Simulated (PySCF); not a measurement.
Cartesian coordinates (Å):
```xyz
10

C     -1.2711    -0.2133    -0.1218
C     -0.0286     0.5991    -0.0727
C      1.2733    -0.0246     0.2769
H     -2.1641     0.4069    -0.2103
H     -1.2736    -0.9073    -0.9775
H     -1.3767    -0.8386     0.7720
H     -0.0377     1.5987    -0.4882
H      1.6308    -0.6998    -0.5169
H      2.0544     0.7190     0.4405
H      1.1932    -0.6400     1.1803
```
Charge 0, spin multiplicity 2.

Question: What highest occupied spin orbital, dipole moment and total energy does M06-2X/def2-TZVP // B3LYP-D3(BJ)/def2-TZVP (PySCF) give?

Answer: 
```json
{
  "highest_occupied_spin_orbital": "-6.39 eV",
  "dipole_moment": "0.21 D",
  "total_energy": "-3223.10 eV"
}
```
